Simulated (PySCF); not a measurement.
XPS shifts beside NMR shieldings

Compound: C4H4F2.
Atom-mapped SMILES: `[CH2:1]=[CH:2]/[C:3]([F:4])=[CH:5]\[F:6]`

Binding energies: PySCF 2.14.0, delta-SCF UKS SCAN, pcX-2 on the ionised atom, pcseg-1 elsewhere, spin-free X2C. Shieldings: GIAO PBE0/pcSseg-1, non-relativistic, same geometry.

```
atom  isotropic shielding (ppm)
  C1                       65.1
  C2                       57.0
  C3                       24.0
  C5                       36.2
```

What are the C 1s binding energies of these atoms?

```
atom           environment  C 1s (eV)  isotropic shielding (ppm)
  C1  terminal =CH2 carbon     290.32                       65.1
  C2      alkene CH carbon     291.21                       57.0
  C5    vinylic C–F carbon     292.66                       36.2
  C3    vinylic C–F carbon     293.25                       24.0
```

Among the listed atoms, is the one with the highest binding energy also the least shielded?

Yes: C3 has both (293.25 eV, 24.0 ppm).

By binding energy: C1 < C2 < C5 < C3. By shielding: C3 < C5 < C2 < C1.

The unrestricted hole states depart most from a pure doublet (⟨S²⟩ = 0.75; over 0.85 named) for C 1s of C2 (0.88) and C 1s of C3 (0.86), which makes these values less certain. Geometry: GFN2-xTB, one conformer, isolated molecule.

Shape of the structure used: `[CH2:1]=[CH:2]/[C:3]([F:4])=[CH:5]\[F:6]`: C1–C2–C3–F4 0°.
